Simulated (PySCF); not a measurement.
## Threshold energies of NH in a plasma

PBE in PySCF with def2-TZVPPD on every atom, for the lowest determinant that a PBE0 search found; no spin–orbit coupling.

```tsv
species	state (unpaired electrons)	Re (Å)	ωe (cm⁻¹)	energy of the minimum from the neutral (eV)	De (eV)	dissociates to
NH	triplet (π ↑↑)	1.050	3180	0.00	3.84	H + N
NH⁺	quartet (σ ↑, π ↑↑)	1.114	2502	13.73	3.71	H⁺ + N
```

Q: Work out the lowest energy to break NH into atoms, from its vibrational ground state.

A: D0 = De − ωe/2 = 3.84 − 0.20 = 3.64 eV (PBE/def2-TZVPPD).

Q: Work out the ionisation energy of the H atom at this level and the threshold of dissociative ionisation.

A: IE(H) = 13.73 + 3.71 − 3.84 = 13.60 eV, so H⁺ + N + e⁻ appears at D0 + IE(H) = 17.24 eV (PBE/def2-TZVPPD). The measured IE(H) is 13.598 eV (NIST ASD).

These are thermodynamic thresholds; the onsets seen under electron impact lie higher where the geometry changes, and cross-sections peak well above them.

For an ion De counts to the pair picked by the measured ionisation energies or electron affinities, which need not be the lowest pair at this level. States were picked by a PBE0 search and need not be the measured ground states.
